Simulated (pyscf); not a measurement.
Single points on ωB97X-D3(BJ)/def2-SVP structures (PySCF, gas phase).

Question: `[CH]#[C][CH2][CH]=[CH2]` → `[CH]#[CH]` + `[CH2]=[C]=[CH2]`
Surface: singlet. Broken: C–C, C–H. Formed: C–H. Give ΔE‡ and ΔE from PBE0-D3(BJ)/def2-TZVP, relative to the reactant's lowest minimum found.

Answer: ΔE‡ = 2.94 eV, ΔE = +1.77 eV. CCSD(T)/def2-TZVPP + ΔMP2(QZVPP) gives 3.04 eV and +1.62 eV. Zero-point energy shifts the barrier by -0.21 eV. It is an elimination, with an imaginary mode of 944i cm⁻¹. HC≡C–CH₂–CH=CH₂ lies 0.32 eV over its isomer cyclic C₅H₆ (SMILES C=C1C=CC1), and others may lie lower still (electronic energy, ωB97M-D3(BJ)). One saddle was located; it need not be the lowest between these sides. The CCSD(T) − MP2 part came from Ansatz, without density fitting, on the same reference.
